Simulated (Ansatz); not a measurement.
hcp Be, treated with r²SCAN in Ansatz (PAW).

Numerical settings: plane-wave cutoff 500 eV, 26×26×1 k mesh (along the axes of the cell as run), Fermi–Dirac smearing 0.1 eV, scalar-relativistic PAW data made under PBE.

### Question
Estimate the surface energy of the (10-11) face and work function of the (10-11) face that the calculation returns.

### Answer

* **surface energy of the (10-11) face**: 1.96 J/m²
* **work function of the (10-11) face**: 5.07 eV

The slab of 16 atoms is relaxed and unreconstructed.

Static lattice: no zero-point or thermal effects.

Computing time: very roughly 30 core-minutes.

Ansatz is a quantum-chemistry and plane-wave program.
